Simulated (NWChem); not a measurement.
## Correlation energy of CHO (+1)

```xyz
3

C      0.0000     0.0000    -0.5219
O      0.0000     0.0000     0.5966
H      0.0000     0.0000    -1.6409
```
Charge +1, spin multiplicity 1.

Everything below was run with NWChem. All single points use one geometry, from PBE/def2-SVP, a minimum by its harmonic frequencies.

Basis set: def2-SVP. Each correlation energy counts from its own Hartree-Fock reference.

The correlated methods keep 2 core orbitals frozen. The structure started from a generated list of species. Coupled-cluster values serve here as a point of comparison, not as the truth.

Q: One of these methods gave a correlation energy of -303.9 mHa. Which?
A) MP2
B) CR-CCSD[T]
C) SCS-MP2
D) CR-CCSD(T)

A: A, MP2. The others give -296.6 (SCS-MP2), -318.8 (CR-CCSD[T]), -317.2 (CR-CCSD(T)).
